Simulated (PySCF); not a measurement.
CH₂, SMILES [CH2] (connectivity only; charge and spin as stated), neutral, multiplicity 1. Atoms are numbered in the order given.

```xyz
3

C      0.0000     0.0000    -0.1748
H      0.0000    -0.8623     0.5245
H      0.0000     0.8623     0.5245
```
Charge 0, spin multiplicity 1.

Coordinates come from a B3LYP-D3(BJ)/def2-TZVPD optimisation. The isomer is the one that the SMILES or the coordinates give; other isomers of the formula were not compared.

Calculation: TDDFT-B3LYP/def2-TZVPD run with PySCF.

Vertical excitations.  State labels are in the subgroup C2v.

| state | symmetry | energy (eV) | λ (nm) | f | main pairs |
|---|---|---|---|---|---|
| S1 | B1 | 1.48 | 840 | 0.003 | HOMO→LUMO 105 % |
| S2 | A2 | 5.47 | 227 | 0.000 | HOMO−1→LUMO 100 % |
| S3 | A1 | 6.27 | 198 | 0.110 | HOMO→LUMO+1 100 % |
| S4 | B2 | 8.25 | 150 | 0.054 | HOMO→LUMO+2 98 % |
| S5 | A1 | 9.37 | 132 | 0.008 | HOMO→LUMO+3 74 %, HOMO→LUMO+4 23 % |
| S6 | A1 | 9.77 | 127 | 0.019 | HOMO→LUMO+4 75 %, HOMO→LUMO+3 21 % |
| S7 | B2 | 9.95 | 125 | 0.111 | HOMO→LUMO+5 95 % |
| S8 | B1 | 10.04 | 123 | 0.007 | HOMO→LUMO+6 97 % |
| S9 | A2 | 10.48 | 118 | 0.000 | HOMO→LUMO+7 100 % |
| S10 | B2 | 10.49 | 118 | 0.206 | HOMO−1→LUMO+1 98 % |
| T1 | A2 | 4.47 | 277 | 0 | HOMO−1→LUMO 99 % |
| T2 | A1 | 6.04 | 205 | 0 | HOMO→LUMO+1 99 % |
| T3 | B2 | 7.62 | 163 | 0 | HOMO→LUMO+2 94 % |
| T4 | A1 | 8.48 | 146 | 0 | HOMO→LUMO+3 97 % |
Triplets are in the Tamm–Dancoff approximation, which puts them higher than full response would, so one can lie above its singlet here.
